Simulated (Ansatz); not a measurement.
Relaxation of CH$_{5}$AlB (8 atoms, charge 0, multiplicity 2), to a largest force component of 0.015 eV/Å in at most 40 steps.

Theory: Ansatz, UKS PBE/def2-SVP.

```xyz
8
Properties=species:S:1:pos:R:3:forces:R:3
B -0.771 0.493 -0.792 0.82 -0.23 0.78
C 0.383 0.535 0.215 -0.06 -0.29 -0.01
Al 0.935 -1.225 1.093 0.07 0.65 -0.09
H -0.560 0.297 -1.929 0.20 -0.21 -1.13
H -1.879 0.622 -0.429 -1.11 0.11 0.35
H 0.191 1.136 1.117 -0.06 0.16 0.40
H 1.354 0.843 -0.203 0.40 0.05 -0.13
H 0.346 -2.699 0.928 -0.25 -0.23 -0.16
```

Where does it end, and by what steps?

The run converged. After 7 steps the energy has fallen by 0.211 eV; H8 moved furthest, 0.66 Å.

```
step  energy less start (eV)  largest force component (eV/Å)  accepted
   0                  0.0000                           1.130       yes
   1                 -0.1193                           0.470       yes
   2                 -0.1615                           0.345       yes
   3                 -0.1922                           0.276       yes
   4                 -0.2078                           0.123       yes
   5                 -0.2101                           0.083       yes
   6                 -0.2107                           0.033       yes
   7                 -0.2107                           0.004       yes
```

```xyz
8
Properties=species:S:1:pos:R:3
B -0.669 0.310 -0.660
C 0.477 0.734 0.253
Al 0.799 -1.134 0.958
H -0.448 -0.087 -1.793
H -1.814 0.258 -0.238
H 0.263 1.321 1.171
H 1.456 1.019 -0.186
H -0.063 -2.421 0.495
```

The run took 20 s on 1 thread of Arm Neoverse V2, with other jobs on the host, peak memory 0.14 GiB.
